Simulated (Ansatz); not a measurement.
I need a ladder of basis sets of S2. Use Ansatz 0.2.0 through its Python package. Level of theory (for the species named): CCSD(T), cc-pVDZ basis, multiplicity 3. The script varies basis: cc-pVDZ, cc-pVTZ.

```xyz
2

S     0.0000    0.0000    0.0000
S     0.0000    0.0000    1.9700
```

`basis.py`
```python
"""Basis-set convergence for S2."""

import ansatz as az


def main() -> None:
    mol = (
        az.Crystal.molecule()
        .atom("S", [0.0, 0.0, 0.0])
        .atom("S", [0.0, 0.0, 1.97])
    )

    job = (
        mol.calculation()
        .correlation("CCSD(T)")
        .spin("collinear", total=2)
    )

    energies = {}
    for basis in ["cc-pVDZ", "cc-pVTZ"]:
        r = job.basis(gaussian=basis).run().report
        size = r["n_frozen"] + r["n_occupied"][0] + r["n_virtual"][0]
        energies[basis] = (r["reference_energy_ev"] / 27.211386246, r["free_energy_ev"] / 27.211386246)
        print(f"{basis:14s} {size:4d} orbitals  reference {energies[basis][0]:14.6f} Ha  total {energies[basis][1]:14.6f} Ha")

    # two-point extrapolation: the basis-set error of the correlation energy falls as X^-3
    small, large = (energies[b][1] - energies[b][0] for b in ("cc-pVDZ", "cc-pVTZ"))
    limit = (3 ** 3 * large - 2 ** 3 * small) / (3 ** 3 - 2 ** 3)
    print(f"correlation energy: {small:.6f} and {large:.6f} Ha, extrapolated {limit:.6f} Ha")
    print(f"share caught by the larger set: {100 * large / limit:.1f} %")


if __name__ == "__main__":
    main()
```

```console
$ python basis.py
cc-pVDZ          36 orbitals  reference    -795.056365 Ha  total    -795.330874 Ha
cc-pVTZ          68 orbitals  reference    -795.090865 Ha  total    -795.453718 Ha
correlation energy: -0.274509 and -0.362854 Ha, extrapolated -0.400052 Ha
share caught by the larger set: 90.7 %
```

Against cc-pVDZ: cc-pVTZ -122.8 mHa. The last step alone is -122.84 mHa. From the first set to the last the time grows from 1.8 to 4.4 s.

Caveats:
- These settings explore the input space; basis and method may be short of convergence.
- The geometry is a force-field or estimated start, not a minimum of this method, and the last set is no limit. Much of the fall in a total is atomic energy, which cancels in bond and reaction energies.
- The species is open-shell (spin multiplicity 3).
- Inner cores stay frozen, so this is valence correlation.
- For Al to Cl the sets with a tight d function, cc-pV(X+d)Z, are usual.
- The spin state was assumed, and another may lie lower.
- An extrapolation from small basis sets is rough.
- Run time: 6.6 s on 1 thread of Arm Neoverse V2, on a shared host, peak memory 0.26 GiB.
